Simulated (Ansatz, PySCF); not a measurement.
This Ansatz (a first-principles code) input computes a r2SCAN/def2-TZVPD energy:

Ansatz 0.2 input:
```yaml
crystal:
  periodic: [false, false, false]
  atoms:
    - {symbol: C, position_ang: [0.05579033, 1.15754012, 0.28323632]}
    - {symbol: C, position_ang: [0.06380645, -1.16293543, 0.25834942]}
    - {symbol: C, position_ang: [0.76494387, 0.00613078, -0.32524909]}
    - {symbol: C, position_ang: [-0.67692040, 0.00170417, -0.37693512]}
    - {symbol: H, position_ang: [0.02306974, 1.28115780, 1.36609250]}
    - {symbol: H, position_ang: [0.06246247, 2.08444980, -0.27861575]}
    - {symbol: H, position_ang: [0.03202083, -1.30997191, 1.33830284]}
    - {symbol: H, position_ang: [0.07684004, -2.07751359, -0.32325246]}
    - {symbol: H, position_ang: [-1.44011468, 0.00724010, -1.13893632]}
basis:
  gaussian:
    orbitals: def2-TZVPD
hamiltonian:
  xc: {name: r2SCAN}
magnetization: {spin_polarized: true, initial_magnetization: 1}
output: {forces: true}
```

Write an input for the same energy in PySCF and say what it gives.


```python
from pyscf import gto, scf, dft

mol = gto.M(
    atom='''
    C     0.05579033    1.15754012    0.28323632
    C     0.06380645   -1.16293543    0.25834942
    C     0.76494387    0.00613078   -0.32524909
    C    -0.67692040    0.00170417   -0.37693512
    H     0.02306974    1.28115780    1.36609250
    H     0.06246247    2.08444980   -0.27861575
    H     0.03202083   -1.30997191    1.33830284
    H     0.07684004   -2.07751359   -0.32325246
    H    -1.44011468    0.00724010   -1.13893632
    ''',
    basis='def2-tzvpd',
    charge=0,
    spin=1,
    verbose=4,
)

mf = dft.UKS(mol, xc='r2scan').density_fit(auxbasis='def2-universal-jkfit')
mf.grids.level = 4
mf.conv_tol = 1e-9
mf.max_cycle = 100
mf.max_memory = 1500
mf.kernel()
if not mf.converged:
    mf = mf.newton()
    mf.kernel(mf.make_rdm1())
for _ in range(2):
    mo, _, stable, _ = mf.stability(return_status=True)
    if stable:
        break
    mf.kernel(mf.make_rdm1(mo, mf.mo_occ))
mf.analyze()
```
It gives -155.22544 Eh, and Ansatz -155.22537 Eh, a difference of 0.07 mEh, from the treatment of integrals and grids.

It need not be the lowest isomer of its formula.
